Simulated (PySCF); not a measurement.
# C4H10O (Methyl propyl ether): the cost of one run

Computed with PySCF 2.14.0, with density-fitted response routines of our own, on a single molecule, in the gas phase or a continuum. Atoms are numbered from 0 throughout.

### Step 1. The starting structure

15 atoms, charge 0, multiplicity 1; geometry from: GFN2-xTB. The atoms were then displaced at random by about 0.01 Å, so the start is not that level's minimum.

Bonds of the start (Å): C0–C1 1.50, C1–C2 1.51, C2–O3 1.45, O3–C4 1.36, C0–H5 1.10, C0–H6 1.11, C0–H7 1.07, C1–H8 1.07, C1–H9 1.09, C2–H10 1.12, C2–H11 1.10, C4–H12 1.06, C4–H13 1.11, C4–H14 1.09.

### Step 2. Geometry optimisation at PBE0-D3(BJ)/def2-TZVP

What the job is given:

```
{"job": {"xc": "PBE0", "basis": "def2-TZVP", "d3": "d3bj", "grid": 2, "shake": 0.01, "kind": "geom"}, "charge": 0, "multiplicity": 1}
C     -2.250240    -0.013290     0.415400
C     -1.080690    -0.486910    -0.393850
C      0.206240     0.126210     0.104900
O      1.328880    -0.356410    -0.668810
C      2.535340     0.146040    -0.277080
H     -3.192500    -0.429780     0.036020
H     -2.349680     1.092100     0.337400
H     -2.145950    -0.245080     1.456250
H     -1.195840    -0.217130    -1.425080
H     -1.000130    -1.570950    -0.314550
H      0.373960    -0.137610     1.181650
H      0.187690     1.229210     0.051940
H      3.256110    -0.275090    -0.935530
H      2.748940    -0.114720     0.780210
H      2.562520     1.236030    -0.356100
```

On the command line:

```sh
$ OMP_NUM_THREADS=2 python probes_run.py task.json out
```

One launch serves the whole session: the jobs run in the order shown.

Q: Estimate the wall time and peak memory of this first job on 2 threads of Intel Xeon at 2.50GHz, shared host.

About 9.6 min, with a peak of 1.1 GiB.
